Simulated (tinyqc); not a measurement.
Worked calculation: geometry optimisation on the RHF/sto-3g surface (energies and gradients from PySCF), for BH3, spin multiplicity 1. Computed by tinyqc, a small Python program that keeps every step (integrals from PySCF). Settings: charge = 0, multiplicity = 1, basis = sto-3g, optimiser = bfgs, first Hessian = 0.15, largest step = 0.1, iteration cap = 30. Command: `OMP_NUM_THREADS=1 python tinyqc.py 23203 23204 out.jsonl` (the two numbers bound the seeds that draw the settings). One thread of a shared host (Intel(R) Xeon(R) Processor @ 2.60GHz), about 0.5 s of CPU time with the checks.

## Step 1: energy and gradient

positions at the start (bohr):
```
            x          y          z
1B  -0.022677   0.062361   0.130391
2H   2.097596   0.041574  -0.092597
3H  -1.126277   1.976654   0.102045
4H  -1.164071  -1.816027  -0.022677
```

Self-consistent energy and analytic gradient at these positions.

energy = -26.06840738 hartree

gradient (hartree/bohr):
```
              x            y            z
1B   0.03191520  -0.00268066   0.01961975
2H  -0.02455669   0.00017966  -0.00492517
3H  -0.00438247   0.00489461  -0.00725527
4H  -0.00297604  -0.00239361  -0.00743931
```

## Step 1: move

Quasi-Newton step p = -H^(-1) g (first H = 0.15 times the unit matrix); steps longer than 0.1 bohr are cut back (factor 0.320 here).

positions after step 1 (bohr):
```
            x          y          z
1B  -0.090662   0.068071   0.088597
2H   2.149906   0.041191  -0.082105
3H  -1.116941   1.966227   0.117500
4H  -1.157732  -1.810928  -0.006830
```

## Step 2: energy and gradient

As before.

energy = -26.06920929 hartree

gradient (hartree/bohr):
```
              x            y            z
1B  -0.03478702   0.00232183   0.01353328
2H   0.01874116  -0.00054117  -0.00543481
3H   0.00818649  -0.01029248  -0.00433672
4H   0.00785937   0.00851182  -0.00376174
```

## Step 2: move

inverse Hessian in use (bohr^2/hartree), lower triangle:
```
            1          2          3          4          5          6          7         8
1    3.071812
2    0.266069   6.647332
3   -0.122280  -0.011783   7.874867
4    2.286212  -0.164423  -0.200867   5.276747
5   -0.040883   0.003232  -0.013381   0.028756   6.666320
6   -0.091121   0.013190  -0.378182   0.144154   0.002673   6.780401
7    0.697483  -0.053658   0.142108  -0.470784   0.006761  -0.018946   6.542899
8   -0.847704   0.065700  -0.200956   0.578671  -0.007938   0.031764   0.147667  6.491206
9    0.085144   0.001004  -0.422241   0.043559   0.005173   0.133688  -0.058033  0.080435
10   0.611160  -0.047988   0.181039  -0.425508   0.005366  -0.034087  -0.102931  0.121367
11   0.622519  -0.049597   0.226120  -0.443004   0.005053  -0.047627  -0.100770  0.117700
12   0.128257  -0.002410  -0.407777   0.013154   0.005535   0.130760  -0.065129  0.088756

            9         10         11        12
9    6.813733
10  -0.070670   6.583946
11  -0.086612  -0.078745   6.593510
12   0.141487  -0.076282  -0.091881  6.802197
```

Quasi-Newton step p = -H^(-1) g (the inverse Hessian comes from BFGS updates; coordinates in the order x, y, z of each atom); steps longer than 0.1 bohr are cut back (factor 0.660 here).

positions after step 2 (bohr):
```
            x          y          z
1B  -0.063700   0.067442   0.010020
2H   2.151029   0.042284  -0.056828
3H  -1.129935   1.983871   0.144738
4H  -1.172823  -1.829035   0.019232
```

## Convergence

Stop when the largest gradient component is below 3e-5 hartree/bohr. The inverse Hessian follows the BFGS update with s = step, y = change of gradient.

Course of the optimisation:

| step | E (hartree) | largest gradient (hartree/bohr) |
|---|---|---|
| 1 | -26.06840738 | 3.19e-02 |
| 2 | -26.06920929 | 3.48e-02 |
| 3 | -26.07053010 | 8.59e-03 |
| 4 | -26.07062773 | 5.59e-03 |
| 5 | -26.07066522 | 6.30e-03 |
| 6 | -26.07050195 | 1.27e-02 |
| 7 | -26.07070101 | 6.68e-04 |
| 8 | -26.07070302 | 3.86e-04 |
| 9 | -26.07070345 | 1.17e-05 |

Final distances (angstrom):

| pair | distance |
|---|---|
| 2H-1B | 1.159967 |
| 3H-1B | 1.159957 |
| 3H-2H | 2.009107 |
| 4H-1B | 1.159955 |
| 4H-2H | 2.009113 |
| 4H-3H | 2.009107 |

Converged in 9 steps.
